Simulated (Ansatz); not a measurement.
The inner images of a band of CH₃OSi (6 atoms, charge -1, multiplicity 1) are given out of order.

Theory: Ansatz 0.2.0, RKS LDA/def2-TZVP.

Image 0:

```xyz
6
Properties=species:S:1:pos:R:3
C 0.004 -0.193 -0.604
O -0.990 -0.564 0.322
Si -0.379 1.041 0.782
H -0.360 -0.032 -1.638
H 0.915 -0.822 -0.575
H 0.810 0.570 1.714
```

Image 6:

```xyz
6
Properties=species:S:1:pos:R:3
C 0.042 0.054 -0.527
O -0.453 -0.260 0.834
Si -0.546 1.715 0.205
H -0.497 -0.524 -1.300
H 1.117 -0.287 -0.513
H 0.336 -0.699 1.302
```

Problem. Put them in order from the first end to the last, with their energies above the first end.
A.
```xyz
6
Properties=species:S:1:pos:R:3
C 0.110 -0.094 -0.513
O -0.634 -0.550 0.619
Si -0.024 1.526 0.529
H -0.560 -0.171 -1.386
H 1.053 -0.645 -0.683
H 0.056 -0.066 1.434
```
B.
```xyz
6
Properties=species:S:1:pos:R:3
C 0.072 -0.154 -0.536
O -0.764 -0.555 0.490
Si -0.106 1.349 0.604
H -0.533 -0.141 -1.460
H 1.043 -0.672 -0.678
H 0.289 0.174 1.580
```
C.
```xyz
6
Properties=species:S:1:pos:R:3
C 0.090 -0.009 -0.499
O -0.565 -0.519 0.697
Si -0.171 1.715 0.348
H -0.571 -0.341 -1.321
H 1.088 -0.464 -0.628
H 0.129 -0.381 1.402
```
D.
```xyz
6
Properties=species:S:1:pos:R:3
C 0.036 -0.187 -0.583
O -0.881 -0.524 0.407
Si -0.245 1.183 0.678
H -0.474 -0.112 -1.558
H 1.004 -0.728 -0.644
H 0.560 0.368 1.700
```
E.
```xyz
6
Properties=species:S:1:pos:R:3
C 0.060 0.045 -0.519
O -0.495 -0.307 0.804
Si -0.410 1.756 0.243
H -0.526 -0.464 -1.307
H 1.103 -0.365 -0.540
H 0.267 -0.664 1.319
```

Solution. D (+0.39 eV), B (+1.52 eV), A (+2.43 eV), C (+2.60 eV), E (+2.98 eV).

Time of the run: 54 s on 2 threads of Intel(R) Xeon(R) Platinum 8488C (Sapphire Rapids) (shared host), peak memory 0.2 GiB.
